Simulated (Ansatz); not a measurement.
`C=CC#CCF` at its PBE0-D4/def2-TZVP geometry, where that method's forces vanish. Total charge 0; spin multiplicity 1.

```xyz
11

C     0.1888    2.4175    0.8110
C    -0.6326    1.5272    0.2565
C    -0.2835    0.1872   -0.0391
C    -0.0243   -0.9593   -0.3049
C     0.3195   -2.3321   -0.6128
F    -0.7521   -3.0147   -1.1561
H     1.2069    2.1606    1.0776
H    -0.1450    3.4281    1.0092
H    -1.6491    1.8154    0.0002
H     1.1415   -2.3681   -1.3355
H     0.6300   -2.8619    0.2939
```

(1) What forces (eV/Å) does PBE-D4/def2-TZVPP give on these atoms in Ansatz? (Best estimate.)

Answers

(1) Ansatz gave: 
```
C1   0.262  0.345  0.193
C2  -0.171 -0.507 -0.212
C3  -0.299  1.160  0.257
C4   0.289 -1.073 -0.235
C5   0.244  0.383  0.193
F6  -0.582 -0.407 -0.306
H7   0.213 -0.041  0.060
H8  -0.055  0.218  0.049
H9  -0.236  0.068 -0.060
H10  0.228 -0.015 -0.159
H11  0.108 -0.130  0.221
```
